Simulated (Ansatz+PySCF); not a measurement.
The numbers below are computed, except where a source is named.
## PySCF 2.14.0 run

```python
from pyscf import gto, scf, cc

mol = gto.M(atom="""
Mg 0.000000 0.000000 0.000000
O 0.000000 0.000000 2.100000
""", basis='6-31g', charge=0, spin=0)
mf = scf.RHF(mol)
mf.kernel()
mycc = cc.CCSD(mf, frozen=6).run()
et = mycc.ccsd_t()
print(mf.e_tot, mycc.e_corr, et, mycc.e_tot + et)
```

The script is written out from the run's settings.

Results

```json
{
 "Converged": "yes",
 "Reference energy": "-274.29203 hartree",
 "CCSD correlation energy": "-0.19453 hartree",
 "Triples correction": "-0.01312 hartree",
 "Total energy": "-274.49969 hartree",
 "Spin squared of the determinant": "0.000"
}
```

Caution: large amplitudes, a single reference is doubtful; an unrestricted determinant lies well below.
